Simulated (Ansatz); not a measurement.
# BH4+ (triplet): the correlation ladder, def2-QZVPP

One table from this session's results is given with a row withheld; the runs are named, their logs left out.

Method: def2-QZVPP, core rule «outside noble gas», up to 1 orbitals frozen; program: Ansatz 0.2.0, Gaussian basis.

Plan: UHF; ROHF; CCSD(T) on UHF.

2 further runs of the same task are left out: 2 set aside as unsound or not needed.

**The system**

The geometry is a PBE0/def2-TZVP stationary point (not a proven minimum).

5 atoms, charge 1, spin multiplicity 3.

Atoms are counted from 1 here; the program's logs count them from 0.

Bond lengths: B1–H2 1.256 Å, B1–H3 1.256 Å, B1–H4 1.256 Å, B1–H5 1.256 Å. Angles: H2–B1–H3 65.3°, H2–B1–H4 135.2°, H2–B1–H5 135.2°, H3–B1–H4 135.2°, H3–B1–H5 135.2°, H4–B1–H5 65.3°.

The first run:

The input, in.yaml:

```yaml
crystal:
  periodic: [false, false, false]
  atoms:
    - {symbol: B, position_ang: [0.000000, 0.000000, 0.000000]}
    - {symbol: H, position_ang: [0.472475, 0.486295, 1.057304]}
    - {symbol: H, position_ang: [-0.485791, -0.470884, 1.058245]}
    - {symbol: H, position_ang: [-0.471913, 0.471402, -1.064277]}
    - {symbol: H, position_ang: [0.485229, -0.486813, -1.051272]}
basis:
  gaussian: {orbitals: "def2-QZVPP.json"}
total_charge: 1
magnetization: {spin_polarized: true, initial_magnetization: 2}
hamiltonian: {xc: hf}
output: {orbitals: {seedname: orbitals}}
```

On the command line:

```bash
$ ansatz run in.yaml --threads 1 --pin off --events-out ev --progress --plain --max-ram 2393MiB
```

Among the steps run: UHF; ROHF; CCSD(T) on UHF.

One of the session's tables, all rows but one given; the rest of the session is left out.

| method | from UCCSD(T) (meV) |
| --- | --- |
| ROHF | +3830.2 |
| UHF | +3650.6 |
| UMP2 | ? |
| UCCSD | +92.6 |
| UCCSD(T) | 0 |

Estimate the missing values for UMP2.

**Answer.** from UCCSD(T) (meV): +655.4. In the column «from UCCSD(T) (meV)» it lies between UCCSD (+92.6) and UHF (+3650.6).
